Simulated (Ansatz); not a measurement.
Cartesian coordinates in Å:
```
O 0.530 -1.233 -0.839
C 0.223 0.013 -0.351
F 0.583 0.956 -1.298
C 0.328 0.330 1.053
C -0.878 0.319 0.547
H 0.191 -1.295 -1.738
H 0.962 0.465 1.916
H -1.938 0.443 0.708
```

Charge 0, multiplicity 1.

List the B3LYP/def2-TZVPP orbital energies in eV (Ansatz 0.2.0). (Best estimate.)

Ansatz gave: Occupied: -671.21, -521.02, -280.76, -277.80, -277.77, -32.82, -28.62, -24.69, -16.99, -16.24, -15.16, -14.90, -12.82, -12.09, -10.92, -10.09, -9.55, -8.50, -7.64. Lowest empty: -0.65, 0.98, 1.77, 1.98, 3.39, 3.67, 3.80, 4.43.

B3LYP here is the variant with VWN-RPA as its local correlation; programs differ in this.
